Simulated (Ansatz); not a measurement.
**BSiH₂ (quartet): the correlation ladder at scale of all distances = 1.317, 6-31G**

Aim: climb from Hartree-Fock through coupled cluster and multireference methods for BSiH₂ (quartet) at one geometry and basis, and see what each rung misses.

Computed with Ansatz 0.2.0, Gaussian basis. Level: 6-31G, core rule «outside noble gas», up to 6 orbitals frozen.

To be run: UHF; CCSD(T) on ROHF; CCSD(T) on UHF; BCCD(T) on ROHF; CISD; CCSDT(Q) on ROHF; CCSDT(Q) on UHF; CASSCF and MRCISD+Q, 5 electrons in 5 orbitals; CASSCF and NEVPT2, 5 electrons in 5 orbitals; CASSCF and MRCISD+Q, 9 electrons in 10 orbitals; CASSCF and NEVPT2, 9 electrons in 10 orbitals; Full CI.

12 further runs of the same task are left out: 10 that didn't finish, 2 set aside as unsound or not needed.

### 1 The system

The geometry derives from a PBE0/def2-TZVP stationary point (not a proven minimum). All distances are scaled together.

4 atoms, charge 0, spin multiplicity 4.

Atoms are counted from 1 here; the program's logs count them from 0.

No contacts short enough for the rule that draws bonds.

### 2 UHF

in.yaml reads:

```yaml
crystal:
  periodic: [false, false, false]
  atoms:
    - {symbol: Si, position_ang: [0.000000, 0.000000, 0.856005]}
    - {symbol: B, position_ang: [0.000000, 0.000000, -1.768516]}
    - {symbol: H, position_ang: [0.000000, -1.417031, -2.441570]}
    - {symbol: H, position_ang: [0.000000, 1.417031, -2.441570]}
basis:
  gaussian: {orbitals: 6-31G}
magnetization: {spin_polarized: true, initial_magnetization: 3}
hamiltonian: {xc: hf}
output: {orbitals: {seedname: orbitals}}
```

Command:

```console
$ ansatz run in.yaml --threads 1 --pin off --events-out ev --progress --plain --max-ram 2393MiB
```

The runs that follow: CCSD(T) on ROHF; CCSD(T) on UHF; BCCD(T) on ROHF; CISD; CCSDT(Q) on ROHF; CCSDT(Q) on UHF; CASSCF and MRCISD+Q, 5 electrons in 5 orbitals; CASSCF and NEVPT2, 5 electrons in 5 orbitals; CASSCF and MRCISD+Q, 9 electrons in 10 orbitals; CASSCF and NEVPT2, 9 electrons in 10 orbitals; Full CI.

Before running them: what should the planned runs give, taken together? Wanted: FCI below the RHF energy; RMP2 from FCI; UMP2 from FCI; RCCSD from FCI; RCCSD(T) from FCI; UCCSD(T) from FCI; RCCSDT(Q) from FCI; UCCSDT(Q) from FCI; NEVPT2 pair from FCI.

As calculated:

| quantity | value |
| --- | --- |
| FCI below the RHF energy | -3.2245 eV |
| RMP2 from FCI | +1117.8 meV |
| UMP2 from FCI | +1125.9 meV |
| RCCSD from FCI | +153.6 meV |
| RCCSD(T) from FCI | +55.4 meV |
| UCCSD(T) from FCI | +56.8 meV |
| RCCSDT(Q) from FCI | +0.9 meV |
| UCCSDT(Q) from FCI | -2.2 meV |
| NEVPT2 pair from FCI | +942.1 meV |
| MRCISD+Q pair from FCI | +6.3 meV |
| NEVPT2 valence from FCI | +233.5 meV |
| levels within 1 kcal/mol (43 meV) | RCCSDT, UCCSDT, RCCSDT(Q), UCCSDT(Q), MRCISD+Q pair, MRCISD valence, MRCISD+Q valence |
| T1 diagnostic | 0.053 |
| effectively unpaired electrons | 3.09 |

**Reading.** RCCSD(T) misses by +55.4 meV, 1.7 % of the correlation energy. UCCSDT(Q) falls below full CI: unrestricted runs freeze a spin-polarised core, another one than full CI's, and coupled cluster isn't variational. The occupations are near whole numbers, but T1 = 0.053 shows that the orbitals relax strongly. Of the multireference levels listed MRCISD+Q pair comes nearest in total energy (+6.3 meV), which doesn't show that its space is the better one. These misses are within one basis, not against nature; the frozen cores of restricted and unrestricted runs differ, which can shift their rows.
